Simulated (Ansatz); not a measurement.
# NaB (triplet): wave-function methods side by side, cc-pVQZ

The task here is to estimate one member of a computed series from the others.

Program: Ansatz 0.2.0, Gaussian basis. Level of theory: cc-pVQZ, core rule «outside noble gas», up to 6 orbitals frozen. These are calculated values, not measurements.

The runs, in order: UHF; CCSD(T) on ROHF; CCSD(T) on UHF; BCCD(T) on ROHF; CCSDT(Q) on ROHF; CCSDT(Q) on UHF.

17 further runs of the same task are left out: 3 for a known fault of the program, 6 that didn't finish, 8 set aside as unsound or not needed. Runs told in other sessions of the task aren't counted.

### What is computed

The geometry is a PBE0/def2-TZVP stationary point (not a proven minimum) of the parent state, kept for this charge and spin.

2 atoms, charge 0, spin multiplicity 3.

Atoms are counted from 1 here; the program's logs count them from 0.

Bond lengths: B1–Na2 2.702 Å.

The first run:

File in.yaml:

```yaml
crystal:
  periodic: [false, false, false]
  atoms:
    - {symbol: B, position_ang: [0.000000, 0.000000, 0.000000]}
    - {symbol: Na, position_ang: [0.000000, 0.000000, 2.702200]}
basis:
  gaussian: {orbitals: cc-pVQZ}
magnetization: {spin_polarized: true, initial_magnetization: 2}
hamiltonian: {xc: hf}
output: {orbitals: {seedname: orbitals}}
```

On the command line:

```
$ ansatz run in.yaml --threads 1 --pin off --events-out ev --progress --plain --max-ram 2393MiB
```

Steps of the session up to this table: UHF; CCSD(T) on ROHF; CCSD(T) on UHF; BCCD(T) on ROHF; CCSDT(Q) on ROHF; CCSDT(Q) on UHF.

One of the session's tables, all rows but one given; the rest of the session is left out.

```
   method  from UCCSDT(Q) (kcal/mol)
     ROHF                     +56.54
      UHF                          ?
     RMP2                     +13.61
     UMP2                     +14.48
    RCCSD                      +2.94
    UCCSD                      +2.83
 RCCSD(T)                      +0.63
 UCCSD(T)                      +0.65
  BCCD(T)                      +0.64
   RCCSDT                      +0.10
   UCCSDT                      +0.07
RCCSDT(Q)                      +0.02
UCCSDT(Q)                          0
```

Estimate the missing values for UHF.

As computed: from UCCSDT(Q) (kcal/mol): +53.84. In the column «from UCCSDT(Q) (kcal/mol)» it lies between UMP2 (+14.48) and ROHF (+56.54).

Limits of these values: Restricted and unrestricted rows rest on different reference determinants; a gap between their highest levels can come from leftover correlation error, from unlike frozen cores or from another state.
